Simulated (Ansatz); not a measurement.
How far each method lies from UCCSDT(Q) for B–CH–Cl, quartet

Geometry: displaced at random from a stationary point.

```xyz
4

B     0.0863   -0.4354    1.9240
C    -0.0786    0.4880    0.7759
Cl   -0.0020   -0.0748   -0.8726
H     0.0811    1.4877    0.8119
```

Basis cc-pVDZ; Ansatz 0.2.0. Correlated methods freeze the noble-gas cores, which leaves 15 electrons in 44 orbitals. R marks a restricted (for open shells ROHF) determinant, U an unrestricted one.

Full CI isn't at hand for all of this; UCCSDT(Q) serves as the reference, and is uncertain by about the last step of the cluster series. The frozen core follows each run's orbitals, which can shift R against U totals by a few meV.

For open shells CISD is restricted-active-space CI with the open shells as a complete middle space.

```
UHF ⟨S²⟩                          : 3.757
T1 diagnostic (RCCSD)             : 0.0280
largest doubles amplitude (RCCSD) : 0.032
T1 diagnostic (UCCSD)             : 0.0267
```

```
   level  E − E(RHF) (eV)
     UHF          -0.0838
    RMP2          -7.7452
    UMP2          -7.7249
   RCCSD          -8.6295
   UCCSD          -8.6311
RCCSD(T)          -8.8928
UCCSD(T)          -8.8924
```

Task: Estimate how far UCCSDT(Q) in cc-pVDZ lies from RCCSD(T). The table doesn't fix it; the size of (T) and the diagnostics are the guide.

Result: UCCSDT(Q) in cc-pVDZ lies 54 meV below RCCSD(T), which is 20 % of the (T) step (-263 meV). The diagnostics are small and the rest is a small part of (T), but (T) is large here. The miss exceeds 1 kcal/mol.

The other levels:

```json
{"level": "CISD", "E − E(UCCSDT(Q)) (meV)": "1095", "share of correlation (%)": "87.76", "wall time": "18 s"}
{"level": "BCCD(T)", "E − E(UCCSDT(Q)) (meV)": "51", "share of correlation (%)": "99.43", "wall time": "3.2 s"}
{"level": "RCCSDT", "E − E(UCCSDT(Q)) (meV)": "22", "share of correlation (%)": "99.76", "wall time": "–"}
{"level": "UCCSDT", "E − E(UCCSDT(Q)) (meV)": "21", "share of correlation (%)": "99.76", "wall time": "–"}
{"level": "RCCSDT(Q)", "E − E(UCCSDT(Q)) (meV)": "3", "share of correlation (%)": "99.97", "wall time": "2 min"}
```

The correlation energy at UCCSDT(Q), counted from RHF, is -8.947 eV. That run took 1.8 min on 1 thread of Intel Xeon Platinum 8488C, shared host.

Times hold each run's SCF and search for its determinant on a shared host, so for small cases they say little of a method's own cost; they ran on 1 thread of Intel Xeon Platinum 8488C.
